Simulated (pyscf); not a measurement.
A first-order saddle from PySCF, ωB97X-D3(BJ)/def2-SVP:

```
Sn
H 1 1.6965
H 1 1.7095 2 117.01
H 1 1.7252 2 111.45 3 -120.67
H 1 2.0158 2 102.04 4 -87.09
H 5 1.0057 1 87.60 2 -84.86
S 6 1.6821 5 154.70 1 -5.57
H 7 1.3486 6 90.88 5 -87.95
```
Charge 0, spin multiplicity 1.

Surface: singlet, charge 0. Lowest wavenumbers (cm⁻¹): 1553i, 116, 245, 356, 461.

What reaction is this the transition state of?

SnH₄ + H₂S ⇌ HS–SnH₃ + H₂, a four-centre exchange read from left to right: H–Sn, H–S broken and S–Sn, H–H formed. At ωB97M-D3(BJ)/def2-TZVP it lies +181.1 kJ/mol from the left side and +213.5 kJ/mol from the right (each side as separated species at their lowest minima found). This is the saddle that the search found; another between the same sides may lie lower. Elements past Kr carry the def2 core potentials, without spin-orbit coupling.
